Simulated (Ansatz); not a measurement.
**BH4NS: one structure at several levels**

The atoms stand at a structure displaced at random from a GFN2-xTB minimum. How far do the functionals agree with CCSD(T) there?

Method: single points in def2-TZVPP; program: Ansatz 0.2.0, Gaussian basis.

Cores are frozen in the correlated methods. B3LYP uses VWN-RPA correlation.

### 1 Where the work starts

SMILES `NBS`, 7 atoms, charge 0, spin multiplicity 1.

Atoms are counted from 1 here; the program's logs count them from 0.

Bond lengths: N1–B2 1.369 Å, N1–H4 0.992 Å, N1–H5 1.014 Å, B2–S3 1.861 Å, B2–H6 1.157 Å, S3–H7 1.336 Å. Angles: B2–N1–H4 126.3°, B2–N1–H5 118.2°, H4–N1–H5 115.5°, N1–B2–S3 120.2°, N1–B2–H6 124.9°, S3–B2–H6 114.8°, B2–S3–H7 97.1°.

As a file:

```mol
BH4NS
  3D, bonds by distance, orders not assigned

  7  6  0  0  0  0  0  0  0  0999 V2000
   -0.6183    0.3679   -0.5930 N   0  0
   -0.0222    0.2197    0.6306 B   0  0
    1.3522   -1.0139    0.8594 S   0  0
   -0.3798   -0.1162   -1.4251 H   0  0
   -1.3617    1.0509   -0.6838 H   0  0
   -0.2628    0.8579    1.5651 H   0  0
    1.3361   -1.5113   -0.3805 H   0  0
  1  2  8  0
  1  4  8  0
  1  5  8  0
  2  3  8  0
  2  6  8  0
  3  7  8  0
M  END
```

### 2 CCSD(T)/def2-TZVPP

File run/in.yaml:

```yaml
crystal:
  periodic: [false, false, false]
  atoms:
    - {symbol: N, position_ang: [-0.618300, 0.367900, -0.593000]}
    - {symbol: B, position_ang: [-0.022200, 0.219700, 0.630600]}
    - {symbol: S, position_ang: [1.352200, -1.013900, 0.859400]}
    - {symbol: H, position_ang: [-0.379800, -0.116200, -1.425100]}
    - {symbol: H, position_ang: [-1.361700, 1.050900, -0.683800]}
    - {symbol: H, position_ang: [-0.262800, 0.857900, 1.565100]}
    - {symbol: H, position_ang: [1.336100, -1.511300, -0.380500]}
basis:
  gaussian: {orbitals: def2-TZVPP}
correlation: {method: ccsd_t}
output: {forces: true}
```

The command line of these runs was not kept.

### 3 PBE0-D4/def2-TZVPP

Edit run/in.yaml of step 2 so:

```diff
@@ -12,3 +12,3 @@
   gaussian: {orbitals: def2-TZVPP}
-correlation: {method: ccsd_t}
-output: {forces: true}
+hamiltonian: {xc: pbe0, dispersion: d4}
+output: {forces: true, orbitals: {seedname: orbitals}}
```

### 4 wB97M-V/def2-TZVPP

Edit run/in.yaml of step 3 so:

```diff
@@ -12,3 +12,3 @@
   gaussian: {orbitals: def2-TZVPP}
-hamiltonian: {xc: pbe0, dispersion: d4}
-output: {forces: true, orbitals: {seedname: orbitals}}
+hamiltonian: {xc: {name: wB97M-V}}
+output: {forces: true}
```

### 5 r2SCAN-D4/def2-TZVPP

Edit run/in.yaml of step 4 so:

```diff
@@ -12,3 +12,3 @@
   gaussian: {orbitals: def2-TZVPP}
-hamiltonian: {xc: {name: wB97M-V}}
+hamiltonian: {xc: r2scan, dispersion: d4}
 output: {forces: true}
```

### 6 PBE-D4/def2-TZVPP

Edit run/in.yaml of step 5 so:

```diff
@@ -12,3 +12,3 @@
   gaussian: {orbitals: def2-TZVPP}
-hamiltonian: {xc: r2scan, dispersion: d4}
+hamiltonian: {xc: pbe, dispersion: d4}
 output: {forces: true}
```

### 7 BHLYP-D4/def2-TZVPP

Edit run/in.yaml of step 6 so:

```diff
@@ -12,3 +12,3 @@
   gaussian: {orbitals: def2-TZVPP}
-hamiltonian: {xc: pbe, dispersion: d4}
+hamiltonian: {xc: {name: BHLYP}, dispersion: d4}
 output: {forces: true}
```

### 8 B3LYP-D4/def2-TZVPP

Edit run/in.yaml of step 7 so:

```diff
@@ -12,3 +12,3 @@
   gaussian: {orbitals: def2-TZVPP}
-hamiltonian: {xc: {name: BHLYP}, dispersion: d4}
+hamiltonian: {xc: {name: B3LYP}, dispersion: d4}
 output: {forces: true}
```

(Steps that only read results are left out.)

**Question.** What will these runs give? Wanted: energy less free atoms, CCSD(T)/def2-TZVPP; RMS force component; RMS force error; HOMO and LUMO, PBE0-D4; T1 diagnostic.

The runs gave:

| quantity | value |
| --- | --- |
| energy less free atoms, CCSD(T)/def2-TZVPP | -566.9 kcal/mol |
| RMS force component | 0.630 to 0.704 eV/Å over the methods |
| RMS force error | PBE0-D4 0.120, wB97M-V 0.077, r2SCAN-D4 0.091, PBE-D4 0.190, BHLYP-D4 0.192, B3LYP-D4 0.096 eV/Å |
| HOMO and LUMO, PBE0-D4 | -7.10 and 0.45 eV |
| T1 diagnostic | 0.012 |

What this shows: Against CCSD(T) the functionals' energies less atoms differ by -30.9 to -5.7 kcal/mol, PBE-D4 by -30.9 kcal/mol. A larger basis would deepen the CCSD(T) value, while the functionals are nearly converged already, so the order here is not reliable. For forces wB97M-V does best and BHLYP-D4 worst. Frozen-core CCSD(T) forces in triple zeta carry basis errors of their own, and this is one geometry, so small gaps rank nothing.
